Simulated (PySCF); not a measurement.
**H2S: geometry, coupled-cluster ionisations and excitations**

Wanted: the coupled-cluster ionisations and excitations of H2S (`S`), by calculation.

The runs use PySCF 2.14.0, with density-fitted response routines of our own; the level of theory stands in each step. All values are computed, except where a source is named. Atoms count from 0, in the outputs and in this text.

## Step 1: Starting geometry

3 atoms, charge 0, multiplicity 1; geometry from: GFN2-xTB.

Bonds of the start (Å): S0–H1 1.33, S0–H2 1.33.

## Step 2: Optimising the geometry at PBE0-D3(BJ)/def2-TZVP

The job: settings as JSON, then the geometry in Å.

```
{"job": {"xc": "PBE0", "basis": "def2-TZVP", "d3": "d3bj", "grid": 2, "kind": "geom"}, "charge": 0, "multiplicity": 1}
S     -0.002780     0.054270    -0.000280
H     -0.911110    -0.913110    -0.000510
H      1.001310    -0.813120     0.009500
```

Standard output:

```text
step   0  E = -399.26165092  max force = 0.010551
step   1  E = -399.26185820  max force = 0.000363
step   2  E = -399.26185923  max force = 0.000031
optimisation converged
```

Wall time 3.4 s (2 threads of AMD EPYC (Zen 3), shared host).

Along the way:

| step | energy from step 0 (eV) | largest force component (eV/Å) |
| --- | --- | --- |
| 0 | 0.0000 | 0.5426 |
| 1 | -0.0056 | 0.0187 |
| 2 | -0.0057 | 0.0016 |

Distances of close pairs at the start and the end, largest changes first:

| bond | before (Å) | after (Å) | change (Å) |
| --- | --- | --- | --- |
| S0–H2 | 1.327 | 1.341 | +0.014 |
| S0–H1 | 1.327 | 1.341 | +0.014 |

The next job starts from the end point, and lists it.

| at the end point | value |
| --- | --- |
| point group (found at 0.08 Å tolerance) | C2v |
| rotational constants (GHz, main isotopes) | 308.7, 267.9, 143.4 |
| dipole moment (D) | 1.16 |

## Step 3: EOM-CCSD: aug-cc-pVTZ

The job: settings as JSON, then the geometry in Å.

```
{"job": {"kind": "eom", "basis": "aug-cc-pVTZ", "nip": 2, "nee": 6}, "charge": 0, "multiplicity": 1}
S     -0.003272     0.061293    -0.000323
H     -0.920701    -0.917267    -0.000545
H      1.011393    -0.815986     0.009578
```

Method: EOM-CCSD/aug-cc-pVTZ, vertical, frozen core, gas phase.

Standard output:

```text
E(HF) = -398.7137871609
E(MP2) = -398.9087915264
E(CCSD) = -398.9322792372
T1 diagnostic = 0.0099

EOM-IP-CCSD (eV)   Koopmans (eV)
  10.4169      10.4888
  13.4201      13.6399

EOM-EE-CCSD singlets (eV): 6.2333 6.2789 7.9401 8.3217 8.6781 8.8924

EOM-EE-CCSD triplets (eV): 5.8386 5.9008 7.9124
```

Wall time 84 s (2 threads of AMD EPYC (Zen 3), shared host).

Ionisations by orbital:

| hole | EOM-IP-CCSD (eV) | Koopmans (eV) | difference | one-hole weight |
| --- | --- | --- | --- | --- |
| HOMO | 10.42 | 10.49 | -0.07 | 0.96 |
| HOMO−1 | 13.42 | 13.64 | -0.22 | 0.96 |

Excited states (Hartree-Fock orbitals):

| state | eV | main excitations |
| --- | --- | --- |
| singlet 1 | 6.23 | HOMO→LUMO+6 0.49, HOMO→LUMO+4 0.38 |
| singlet 2 | 6.28 | HOMO→LUMO 0.68, HOMO→LUMO+5 0.28 |
| singlet 3 | 7.94 | HOMO→LUMO+1 0.73, HOMO→LUMO+4 0.21 |
| singlet 4 | 8.32 | HOMO→LUMO+2 0.92 |
| singlet 5 | 8.68 | HOMO→LUMO+3 0.93 |
| singlet 6 | 8.89 | HOMO→LUMO+7 0.48, HOMO→LUMO+5 0.23 |
| triplet 1 | 5.84 | HOMO→LUMO+6 0.51, HOMO→LUMO+4 0.35 |
| triplet 2 | 5.90 | HOMO→LUMO 0.57, HOMO→LUMO+5 0.33 |
| triplet 3 | 7.91 | HOMO→LUMO+1 0.71, HOMO→LUMO+4 0.22 |

## Step 4: Outcome

| quantity | value |
| --- | --- |
| point group | C2v |
| rotational constants (main isotopes) | 308.70, 267.92, 143.43 GHz |
| correlation energy, MP2 and CCSD | -5.31, -5.95 eV |
| T1 diagnostic | 0.0099 |
| first ionisation (EOM-IP-CCSD) | 10.42 eV |
| lowest singlet (EOM-EE-CCSD) | 6.23 eV |

**Reading.** Over 2 steps the energy fell by 0.006 eV; of the close pairs, S0–H2 changed most, 1.327 to 1.341 Å. No frequency check was run at this level, so the end point may be a saddle. MP2 recovers 89 % of the CCSD correlation energy. For the hole of the first ionisation, Koopmans' theorem lies 0.07 eV above EOM-IP-CCSD.
